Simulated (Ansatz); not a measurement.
The first iterations of a band of C2H2S2 (6 atoms, charge 0, multiplicity 1).

Level of theory: RKS PBE-D4/cc-pVDZ in Ansatz.

```json
{
 "movable images": "7",
 "climbing image": "yes",
 "spring": "5.0 eV/Å²",
 "optimiser": "quadratic models (default)",
 "start path": "through a guess of the saddle point",
 "force threshold": "0.05 eV/Å",
 "iteration limit": "40",
 "end points": "relaxed"
}
```

Initial state:

```xyz
6
Properties=species:S:1:pos:R:3
S 1.425 -0.290 -1.826
C 0.338 -0.204 -0.538
C -0.310 -0.245 0.516
S -1.384 -0.449 1.801
H 0.826 0.632 -2.652
H -0.852 0.492 2.653
```

Final state:

```xyz
6
Properties=species:S:1:pos:R:3
S 1.671 -0.945 -0.979
C 0.352 0.135 -1.063
C -0.020 0.248 0.232
S -1.148 -0.412 1.270
H -0.039 0.679 -1.943
H -0.773 0.229 2.436
```

| iteration | highest image above the first end (eV) | largest band force component (eV/Å) |
| --- | --- | --- |
| 1 | 3.245 | 11.068 |
| 2 | 1.845 | 4.586 |
| 3 | 1.600 | 2.037 |
| 4 | 1.988 | 4.888 |
| 5 | 1.505 | 2.041 |
| 6 | 1.386 | 1.249 |

Task: Does the band converge within its limit, and where does its top end?

Result: It converged. It ended after 18 iterations with the highest image 1.298 eV above the first end. A vibrational analysis at the climbing image gives one clearly imaginary mode, 850i cm⁻¹: a first-order saddle point. The orbitals stay closed-shell, which can raise the energy where a bond breaks towards radicals; this wasn't checked here.

Time of the run: 11 min on 1 CPU thread of a shared host.
